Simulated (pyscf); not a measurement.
Optimised with ωB97X-D3(BJ)/def2-SVP in PySCF.

How much does it cost (ΔH, 298 K, ωB97M-D3(BJ)/def2-TZVP) to split O=Re(=O)(=O)–SH at its Re–S bond into [O=Re(=O)=O]• + SH•?

Re–S to [O=Re(=O)=O]• + SH•: 76.3 kcal/mol. The 7 functionals that were run give +73.8 (M06-2X) to +85.7 kcal/mol (ωB97X-D3(BJ)/def2-TZVP). The radicals are drawn with the spin at the cut bond; how far it spreads was not checked. Other isomers of [O=Re(=O)=O]• were not searched in full and may lie lower. Left out: the spin-orbit lowering of SH. Open-shell species with a d-block atom are single-reference here; other states, and whether the spin sits on metal or ligand, were not checked. Elements past Kr carry the def2 core potentials, without spin-orbit coupling.
